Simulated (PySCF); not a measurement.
acetylene (C2H2), SMILES C#C.

Geometry optimised at PBE0-D3(BJ)/def2-TZVPD.

Vertical ionisation energy (IE) and electron affinity (EA) in eV. Rows of orbital energies are one-electron estimates. Where ΔSCF, EOM or ADC give a negative EA the extra electron is unbound and the value depends on the basis.

| level | IE | EA |
|---|---|---|
| −ε(HOMO), −ε(LUMO), CAM-B3LYP/def2-TZVPD (PySCF) | 9.85 | -1.19 |
| −ε(HOMO), −ε(LUMO), PBE/def2-TZVPD (PySCF) | 7.19 | 0.29 |
| EOM-CCSD/aug-cc-pVDZ (PySCF) | (withheld) | (withheld) |
| ADC(2)/aug-cc-pVDZ (PySCF) | 11.14 | -0.85 |

Q: Complete the blanks. (An estimate is asked for; the answer gives what the named calculation found.)

A: 
- EOM-CCSD/aug-cc-pVDZ (PySCF), IE: 11.47
- EOM-CCSD/aug-cc-pVDZ (PySCF), EA: -0.87

Computed lowest 1s main lines (those of the lightest heavy element) from CVS-ADC(2)-x/aug-cc-pVDZ (PySCF, non-relativistic), with pole strengths:
292.3 eV (1.49), 292.4 eV (1.49).

Q: Beyond the first one, list the lowest photoelectron lines from ADC(2)/aug-cc-pVDZ run with PySCF with their pole strengths (two spins summed). (An estimate is asked for; the answer gives what the named calculation found.)

A: 16.53 eV (1.76), 18.48 eV (1.71).
